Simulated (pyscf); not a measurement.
Optimised with ωB97X-D3(BJ)/def2-SVP in PySCF. MP2 and CC: frozen core, UHF for open shells. ΔMP2 is the change of the MP2 total energy from the triple- to the quadruple-zeta basis.

### Question
Estimate the classical barrier height and the reaction energy of H₃C–CH=CH–OH → HC≡CH + H₃C–OH at CCSD(T)/def2-TZVPP + ΔMP2(QZVPP). The step runs on the singlet surface, breaks C–C, C–O and forms C–O; take the reactant's lowest minimum found as zero.

### Answer
ΔE‡ = 498.5 kJ/mol, ΔE = +189.6 kJ/mol. Zero-point energy shifts the barrier by -13.6 kJ/mol. It is an elimination, with an imaginary mode of 728i cm⁻¹. The same reactants have a lower exit, to HC≡C–CH₃ + H₂O (barrier +343.7 kJ/mol at ωB97M-D3(BJ), against +504.7 kJ/mol here). This is the saddle that the search found; another between the same sides may lie lower. The CCSD(T) − MP2 part came from Ansatz, without density fitting, on the same reference. The largest closed-shell T1 diagnostic is 0.033, which may signal static correlation.
